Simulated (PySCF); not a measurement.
Gas-phase reaction: C₂H₂ (acetylene) + 2 ethylsilane → vinylsilane + Si(CH₃)₄

Computed with PySCF and rigid-rotor harmonic-oscillator thermochemistry at 1 bar. † marks an energy on the PBE0/def2-TZVP geometry and frequencies; other levels use their own. MP2 and CCSD(T) freeze the core. 6-31G* has spherical d functions here. All species are closed-shell singlets. B3LYP is the form with VWN-RPA correlation. MP2 isn't extrapolated to the basis-set limit. CCSD(T) isn't extrapolated to the basis-set limit.

```csv
level,"ΔH°(298 K), kJ"
B3LYP/6-31G*,…
CCSD(T)/def2-SVP†,-248
HF/6-31G*,-251
MP2/def2-SVP†,…
MP2/def2-TZVPP†,-278
PBE/def2-SVP,-277
PBE/def2-TZVP†,…
PBE0/def2-SVP†,-288
r2SCAN/def2-TZVP†,…
LDA/def2-TZVP†,-319
```

Problem. Fill in the missing entries.

Solution. 
- B3LYP/6-31G*, ΔH°(298 K), kJ: -267
- MP2/def2-SVP†, ΔH°(298 K), kJ: -252
- PBE/def2-TZVP†, ΔH°(298 K), kJ: -283
- r2SCAN/def2-TZVP†, ΔH°(298 K), kJ: -298
